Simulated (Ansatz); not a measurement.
**HAsSi⁺, doublet in cc-pVDZ: errors against UCCSDT(Q)**

Geometry: that of the HAsSi, triplet, kept fixed.

```yaml
atoms:
  - { symbol: Si, position_ang: [0.0000, 0.0280, 1.7362] }
  - { symbol: As, position_ang: [0.0000, -0.0305, -0.6393] }
  - { symbol: H, position_ang: [0.0000, 1.4877, -0.8606] }
```

Basis cc-pVDZ; Ansatz 0.2.0. Only valence electrons are correlated (noble-gas cores and the filled d shells of p-block atoms frozen), which leaves 9 electrons in 31 orbitals. R marks a restricted (for open shells ROHF) determinant, U an unrestricted one. Active spaces: valence = (9e, 9o) chosen from the atoms' valence shells. No spin–orbit coupling is included, and no scalar relativity.

Full CI isn't at hand for all of this; UCCSDT(Q) serves as the reference, and is uncertain by the last step of the cluster series or more. The frozen core follows each run's orbitals, which can shift R against U totals by a few meV for light atoms and by up to 0.1 eV past Ca.

Unrestricted rows (U) aren't spin-pure: their determinants' ⟨S²⟩ exceeds S(S+1) by up to 0.19, so they mix in states of higher spin.

```
UHF ⟨S²⟩                            : 0.942
⟨S²⟩ of the determinant under UCCSD : 0.928
T1 diagnostic (RCCSD)               : 0.0298
largest doubles amplitude (RCCSD)   : 0.073
T1 diagnostic (UCCSD)               : 0.0654
```

Problem. From what is known of these methods and the diagnostics, rank them by the size of their error in total energy against UCCSDT(Q) in cc-pVDZ, smallest first (an estimate: the text doesn't fix the numbers).
A. UMP2
B. UCCSD(T)
C. UHF
D. UCCSDT
E. UCCSD

Solution. D (1.5 kJ/mol), B (5.8 kJ/mol), E (24.4 kJ/mol), A (130.4 kJ/mol), C (498.8 kJ/mol).

All errors are against UCCSDT(Q) in cc-pVDZ. Within each family the higher level lies nearer, as is usual though not guaranteed.

Natural occupations of CASSCF (valence space) about the gap: 1.990 1.964 1.961 1.901 0.991 0.069 0.051 0.041 0.032; effectively unpaired electrons, Σ n²(2−n)², 1.09.
